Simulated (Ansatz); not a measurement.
`COC(C)F` + `O[SiH]` → `CO[SiH]` + `CC(O)F` at 400 K and 1 bar (substitution at a C–O bond).

Isolated molecules relaxed with PBE0-D4/def2-TZVP in Ansatz; ΔE leaves out vibrations. CCSD(T)/CBS adds triple-zeta CCSD(T) − MP2 to the extrapolated MP2 energy (def2 sets, frozen cores). This one scheme is used for every species. One conformer a species, not always the lowest.

```tsv
species	CCSD(T)/CBS energy (Eh)	H − E (kJ/mol)	S (J/(mol·K))
`COC(C)F`	-293.32811	294.1	349.7
`O[SiH]`	-365.43832	70.5	255.7
`CO[SiH]`	-404.67988	150.5	299.8
`CC(O)F`	-254.08332	214.6	309.8
```

H − E and S are ideal-gas, rigid-rotor, harmonic terms from PBE0-D4/def2-TZVP, for one conformer and one mirror image of each species. 1 Eh = 2625.50 kJ/mol, R = 8.31446 J/(mol·K).

Question: By hand: ΔE, ΔH, ΔS and ΔG.

Answer: ΔE = (-404.67988) + (-254.08332) − (-293.32811) − (-365.43832) = 0.00323 Eh = 8.5 kJ/mol. Δ(H − E) = 150.5 + 214.6 − 294.1 − 70.5 = 0.5, so ΔH = 9.0 kJ/mol. ΔS = 299.8 + 309.8 − 349.7 − 255.7 = 4.2 J/(mol·K). ΔG = 9.0 − 400 × (4.2)/1000 = 7.3 kJ/mol.

Question: By hand: the equilibrium constant, and the temperature at which ΔG would vanish if ΔH and ΔS stayed fixed.

Answer: log₁₀ K = −ΔG/(RT ln 10) = -1.0. ΔG = 0 at ΔH/ΔS = 2143 K, though so small a ΔH makes that figure unsure.

The number of gas molecules stays the same, so ΔS is small and ΔH decides. A doubt of 5 kJ/mol in ΔE shifts log₁₀ K by 0.7 here. Other conformers and mirror images would add mixing entropy, several J/(mol·K) or more a flexible species. These are equilibria of isolated gas molecules and say nothing of rates. Largest T1 diagnostic: 0.016 (customary marks: 0.02 for closed shells, 0.045 for open ones).
